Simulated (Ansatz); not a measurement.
System: C$_{4}$H$_{5}$, charge 0, multiplicity 2. It need not be the lowest isomer of its formula. SMILES: [C](C=C)=C
Structure (B3LYP-D3(BJ)/def2-TZVP (Ansatz, a program for electronic structure) minimum search):
```xyz
9

C      0.8696     1.6652    -0.1227
C      0.1066     0.6301     0.0387
C     -0.6871    -0.4439     0.2069
C     -0.3428    -1.7568    -0.0904
H      1.5364     2.0155     0.6625
H      0.8806     2.2317    -1.0515
H     -1.6792    -0.2534     0.6105
H      0.6296    -2.0016    -0.4934
H     -1.0451    -2.5599     0.0769
```
Charge 0, spin multiplicity 2.

Parts of the frozen-core correlation energy in aug-cc-pVDZ (Ansatz, hartree). Frozen orbitals: 4; correlated occupied orbitals by spin: 11 and 10; virtual: 122 and 123. UHF or UKS for open shells. Spin-orbit coupling is left out. No relativistic terms.

```csv
term,value
reference (HF),-154.31163
MP2 opposite-spin,[?]
MP2 same-spin,-0.12309
CCSD correlation,[?]
(T),[?]
T1 diagnostic,0.034
largest doubles amplitude,0.057
<S^2> of the reference,1.040
```

Question: Some entries are withheld; supply them.

Answer: 
- MP2 opposite-spin, value: -0.37636
- CCSD correlation, value: -0.55768
- (T), value: -0.02277
